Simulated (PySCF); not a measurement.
Structure with atom numbers: `[CH2:1]=[CH:2][C@@H:3]1[CH2:4][C@H:5]1[S-:6]`. Each H is labelled by its parent atom. Ha(C4) is cis to C2 on the ring; Ha(C1) is cis to C3; Hb(C4) is trans to C2 on the ring; Hb(C1) is trans to C3.

Geometry: GFN2-xTB; GIAO absolute shieldings from PySCF 2.14, gas phase, non-relativistic, averaged over equivalent atoms.

At PBE0/pcSseg-1 (144 basis functions, 16 s wall time on 1 thread of an Arm Neoverse V1, shared host):
```
 atoms  σ (ppm)
    C2     31.8
    C1     94.1
    C5    126.0
    C3    147.7
    C4    151.1
    S6    528.3
 H(C2)    24.89
Ha(C1)    27.60
Hb(C1)    28.02
 H(C5)    28.89
Ha(C4)    30.58
Hb(C4)    31.27
 H(C3)    31.42
```

Task: Estimate the result of repeating the calculation with B3LYP/IGLO-II.

Result: 
| atoms | σ at B3LYP/IGLO-II | change |
| --- | --- | --- |
| C2 | 30.1 | -1.7 |
| C1 | 95.4 | +1.3 |
| C5 | 117.3 | -8.7 |
| C3 | 141.3 | -6.4 |
| C4 | 145.9 | -5.2 |
| S6 | 462.0 | -66.3 |
| H(C2) | 25.49 | +0.60 |
| Ha(C1) | 28.20 | +0.60 |
| Hb(C1) | 28.85 | +0.83 |
| H(C5) | 28.90 | +0.01 |
| Ha(C4) | 31.02 | +0.44 |
| Hb(C4) | 31.75 | +0.48 |
| H(C3) | 31.77 | +0.35 |

The largest change is at S6 (sulfur bonded to C). Cost: 187 basis functions, 20 s wall time on 1 thread of an Arm Neoverse V1, shared host. The order of the carbon signals is the same at both levels.
